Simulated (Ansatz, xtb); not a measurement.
# Two isomers of C3H5NS

We compare I, `CSCC#N`, a singlet, with II, `C[C@H](S)C#N`, a singlet. Both are isolated molecules in the gas phase, relaxed with r2SCAN-D4/def2-SVP; the shapes shown needn't be the lowest conformers.

I (Å):

```xyz
10

C    -2.3071   -0.5348   -0.2180
C    -0.0192   -1.2390    1.1816
C    -0.1358   -2.6173    0.7268
N    -0.2801   -3.7044    0.3384
S    -0.5729   -0.0318   -0.0741
H    -2.3898   -1.5800   -0.5541
H    -2.7545    0.1184   -0.9805
H    -2.8482   -0.3960    0.7309
H     1.0361   -1.0014    1.3914
H    -0.5831   -1.1108    2.1220
```

II (Å):

```json
{"atom": "C", "x (Å)": "-1.9888", "y (Å)": "-1.4165", "z (Å)": "-0.1142"}
{"atom": "C", "x (Å)": "-0.7389", "y (Å)": "-1.3734", "z (Å)": "0.7666"}
{"atom": "C", "x (Å)": "0.4827", "y (Å)": "-1.4459", "z (Å)": "-0.0309"}
{"atom": "N", "x (Å)": "1.4378", "y (Å)": "-1.5096", "z (Å)": "-0.6908"}
{"atom": "S", "x (Å)": "-0.6298", "y (Å)": "0.1656", "z (Å)": "1.7941"}
{"atom": "H", "x (Å)": "-2.0080", "y (Å)": "-2.3441", "z (Å)": "-0.7080"}
{"atom": "H", "x (Å)": "-2.8902", "y (Å)": "-1.3859", "z (Å)": "0.5153"}
{"atom": "H", "x (Å)": "-2.0085", "y (Å)": "-0.5547", "z (Å)": "-0.7961"}
{"atom": "H", "x (Å)": "-0.7233", "y (Å)": "-2.2340", "z (Å)": "1.4578"}
{"atom": "H", "x (Å)": "-1.7176", "y (Å)": "-0.1338", "z (Å)": "2.5394"}
```

Quicker runs give these differences E(II) − E(I): GFN2-xTB −0.083 eV; HF/STO-3G +0.206 eV (at GFN2-xTB geometries); r2SCAN-D4/def2-SVP//GFN2-xTB −0.048 eV.

Problem. Estimate which is lower in electronic energy at CCSD(T)/def2-SVP + ΔMP2/def2-TZVPP, and by roughly how much.

Solution. Too close to call at this level: CCSD(T)/def2-SVP + ΔMP2/def2-TZVPP gives E(II) − E(I) = −0.033 eV.

The same difference at several levels:

| level | geometry | E(II) − E(I) (eV) | departure from the last row (eV) | job, with rough time for the two |
| --- | --- | --- | --- | --- |
| GFN2-xTB | GFN2-xTB | −0.083 | −0.050 | optimisation, 0.11 s |
| HF/STO-3G | GFN2-xTB | +0.206 | +0.239 | single point, 0.28 s |
| r2SCAN-D4/def2-SVP//GFN2-xTB | GFN2-xTB | −0.048 | −0.015 | single point, 3.4 s |
| r2SCAN-D4/def2-SVP | r2SCAN-D4/def2-SVP | −0.037 | −0.004 | optimisation, 34 s |
| HF/def2-SVP | r2SCAN-D4/def2-SVP | −0.090 | −0.057 | part of the CCSD(T) run |
| MP2/def2-SVP | r2SCAN-D4/def2-SVP | −0.138 | −0.105 | part of the CCSD(T) run |
| CCSD(T)/def2-SVP | r2SCAN-D4/def2-SVP | −0.145 | −0.112 | single point |
| CCSD(T)/def2-SVP + ΔMP2/def2-TZVPP | r2SCAN-D4/def2-SVP | −0.033 |  | single point, 24 s |

As drawn, II has 1 C–C, 1 S–H in place of 1 C–S, 1 C–H.

The largest departure from CCSD(T)/def2-SVP + ΔMP2/def2-TZVPP is that of HF/STO-3G, 0.239 eV. The last row adds to CCSD(T) the change of the MP2 difference between the two basis sets, here +0.112 eV.

With harmonic frequencies from r2SCAN-D4/def2-SVP (ideal gas, rigid rotor, one conformer each, 298.15 K, 1 atm): the zero-point term adds −0.037 eV; ΔH is −0.070 and ΔG −0.059 eV.

The correlated steps freeze 9 core orbitals. Programs: Ansatz 0.2.0, xtb 6.7.1; the last row on 2 threads of Arm Neoverse V1 on a shared host.
